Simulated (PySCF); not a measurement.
**Question.** Write a Z-matrix for `CP(C)(C)=N` as optimised with PBE0-D3(BJ)/def2-SVP.

**Answer.** 
Z-matrix in Å and degrees, rows numbered from 1:
```
C 
P   1  1.8095
C   2  1.8346  1  104.75
C   2  1.8354  1  104.39  3   107.10
N   2  1.5706  1  107.55  3  -126.59
H   1  1.0992  2  112.02  3   -51.48
H   1  1.0991  2  108.28  3  -172.82
H   1  1.0988  2  108.22  3    70.08
H   3  1.1005  2  109.03  1   177.17
H   3  1.1007  2  112.61  1    56.10
H   3  1.0998  2  108.23  1   -65.31
H   4  1.1008  2  112.82  1   -54.28
H   4  1.1002  2  108.19  1    67.26
H   4  1.1007  2  108.99  1  -175.53
H   5  1.0187  2  114.57  1   178.04
```

N5 (nitrogen bonded to P and H) is bent (angle 114.6°). The 3 C–P bonds span 1.810 Å (C1–P2, drawn single) to 1.835 Å (P2–C4, drawn single), a spread of 0.025 Å. P2 (phosphorus bonded to 3 C and N) is distorted tetrahedral (angles from 102.2° to 118.2°).

Method used: PBE0-D3(BJ)/def2-SVP geometry optimisation, gas phase in PySCF 2.14.0.

No frequency check.
